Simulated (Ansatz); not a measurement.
# OF+ (singlet): from Hartree-Fock to the top rungs at distance O1–F2 = 0.966 Å, 6-31G

How much of the correlation energy of OF+ (singlet) does each wave-function method recover here?

The runs use Ansatz 0.2.0, Gaussian basis; 6-31G, core rule «outside noble gas», up to 2 orbitals frozen.

The runs, in order: UHF; CCSD(T) on RHF; CCSD(T) on UHF; BCCD(T) on RHF; CISD; CCSDT(Q) on RHF; CCSDT(Q) on UHF; CISDTQ; CCSDTQ on RHF; CCSDTQ on UHF; CASSCF and MRCISD+Q, 2 electrons in 2 orbitals; CASSCF and NEVPT2, 2 electrons in 2 orbitals; CASSCF and MRCISD+Q, 12 electrons in 8 orbitals; CASSCF and NEVPT2, 12 electrons in 8 orbitals; Full CI; Full CI in the symmetry of the determinant.

34 further runs of the same task are left out: 6 for a known fault of the program, 25 that didn't finish, 3 set aside as unsound or not needed. Runs told in other sessions of the task aren't counted.

## Step 1: What is computed

The geometry derives from a PBE0/def2-TZVP stationary point (not a proven minimum). One bond is set to the value named and the two fragments are kept rigid.

2 atoms, charge 1, spin multiplicity 1.

Atoms are counted from 1 here; the program's logs count them from 0.

Bond lengths: O1–F2 0.966 Å.

## Step 2: UHF

The input, in.yaml:

```yaml
crystal:
  periodic: [false, false, false]
  atoms:
    - {symbol: O, position_ang: [0.000000, 0.000000, 0.000000]}
    - {symbol: F, position_ang: [0.000000, 0.000000, 0.966000]}
basis:
  gaussian: {orbitals: 6-31G}
total_charge: 1
magnetization: {spin_polarized: true, initial_magnetization: 0}
hamiltonian: {xc: hf}
output: {orbitals: {seedname: orbitals}}
```

On the command line:

```
ansatz run in.yaml --threads 1 --pin off --events-out ev --progress --plain --max-ram 2393MiB
```

After this run come: CCSD(T) on RHF; CCSD(T) on UHF; BCCD(T) on RHF; CISD; CCSDT(Q) on RHF; CCSDT(Q) on UHF; CISDTQ; CCSDTQ on RHF; CCSDTQ on UHF; CASSCF and MRCISD+Q, 2 electrons in 2 orbitals; CASSCF and NEVPT2, 2 electrons in 2 orbitals; CASSCF and MRCISD+Q, 12 electrons in 8 orbitals; CASSCF and NEVPT2, 12 electrons in 8 orbitals; Full CI; Full CI in the symmetry of the determinant.

Q: Predict the results of all the runs planned. Wanted: FCI from the RHF energy; RMP2 from FCI; RCCSD from FCI; RCCSD(T) from FCI; RCCSDT(Q) from FCI; NEVPT2 valence from FCI; MRCISD+Q valence from FCI; T1 diagnostic; effectively unpaired electrons.

**Answer**, as computed:

```
                         quantity               value
          FCI from the RHF energy          -6.3318 eV
                    RMP2 from FCI        +68.6 kJ/mol
                   RCCSD from FCI        +45.5 kJ/mol
                RCCSD(T) from FCI        +27.1 kJ/mol
               RCCSDT(Q) from FCI         -2.3 kJ/mol
          NEVPT2 valence from FCI        +59.3 kJ/mol
        MRCISD+Q valence from FCI         +4.3 kJ/mol
levels within 1 kcal/mol (43 meV)  RCCSDT(Q), RCCSDTQ
                    T1 diagnostic               0.016
   effectively unpaired electrons                2.01
```

In words: RCCSD(T) lands +27.1 kJ/mol from the yardstick (4.4 % of the correlation energy). RCCSDT(Q) falls below full CI, which methods that aren't variational can do. The occupations show strong static correlation (2.0 unpaired electrons where one determinant has 0). Of the multireference levels listed MRCISD+Q valence comes nearest in total energy (+4.3 kJ/mol), which doesn't show that its space is the better one. These misses are within one basis, not against nature.

The restricted and unrestricted ladders end 1.62 eV apart at CCSDT(Q), which points to two states or an unsound top rung; rows of one don't measure the error of the other.
